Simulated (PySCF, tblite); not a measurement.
Task: What does the GFN2-xTB structure of InChI=1S/C3H7P/c1-2-4-3-1/h4H,1-3H2 look like in three dimensions?

Result: 
Z-matrix in Å and degrees, rows numbered from 1:
```
C 
C   1  1.5341
P   2  1.8790  1   91.66
C   1  1.5340  2   96.00  3    20.04
H   1  1.0906  2  110.90  3   -95.08
H   1  1.0914  2  115.12  3   141.43
H   2  1.0912  1  111.95  3  -112.06
H   2  1.0885  1  116.96  3   121.28
H   3  1.4060  2   93.79  1    76.14
H   4  1.0884  1  116.94  2  -141.31
H   4  1.0912  1  111.94  2    92.06
```

The 4-membered ring C1–C2–P3–C4 has internal angles of 74.7° to 96.0°; it is puckered, 0.13 Å rms from its mean plane, widest ring torsion 20°. P3 (phosphine phosphorus) is pyramidal (angles 93.8°, 93.8° and 74.7°, sum 262.3°, 0.98 Å off the plane of its three neighbours).

Structure optimised with GFN2-xTB, isolated species.

Point group: Cs (tolerance 0.08 Å). Its GFN2-xTB frequencies are all real (lowest 188 cm⁻¹).

All values are computed, not measured.
